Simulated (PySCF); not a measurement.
Bonds (- single, = double, # triple, : aromatic): C1-C2 1.516 Å, C2-C3 1.501 Å, C3=O4 1.182 Å, C3-Cl5 1.796 Å. C1 carries H6, H7, H8; C2 carries H9, H10.

Geometry: PBE0-D3(BJ)/def2-SVP; GIAO shifts from PySCF, gas phase, non-relativistic, averaged over equivalent atoms.

At B3LYP/pcSseg-2 (257 basis functions, 25 s wall time on 1 thread of an Arm Neoverse V1, shared host):
| atoms | δ (ppm) |
| --- | --- |
| C3 | 192.4 |
| C2 | 46.0 |
| C1 | 11.3 |
| O4 | 576.4 |
| Cl5 | 472.3 |
| H9/H10 | 2.94 |
| H6/H7/H8 | 1.09 |

Shifts are taken against calculated references (same method and geometry level): TMS for ¹³C (σ = 179.19 ppm), ¹H (σ = 31.39 ppm); ¹⁷O (σ = 325.85 ppm) against H2O; ³⁵Cl (σ = 927.31 ppm) against HCl.

Problem. Predict the values at KT2/pcSseg-2 on the same geometry.

Solution. 
```tsv
atoms	δ at KT2/pcSseg-2	change
C3	180.8	-11.6
C2	45.6	-0.4
C1	11.2	-0.1
O4	533.6	-42.8
Cl5	460.4	-11.9
H9/H10	3.04	+0.10
H6/H7/H8	1.04	-0.05
```

Scale: TMS for ¹³C (182.28 ppm), ¹H (31.18 ppm); ¹⁷O (324.36 ppm) against H2O; HCl for ³⁵Cl (942.53 ppm) (reference shieldings calculated alike).

The largest change is at O4 (carbonyl oxygen). Cost: 257 basis functions, 36 s wall time on 1 thread of an Arm Neoverse V1, shared host. The order of the carbon signals is the same at both levels.

Carbons that carry Cl, above all several Cl atoms, come out too deshielded, partly because spin–orbit coupling is missing. Unscaled 17O shifts of doubly bonded oxygen tend to come out too high, by tens of ppm or more. Experimental scales use liquid or dissolved standards, which lie at an offset from isolated H2O (liquid H2O: subtract about 36 ppm).
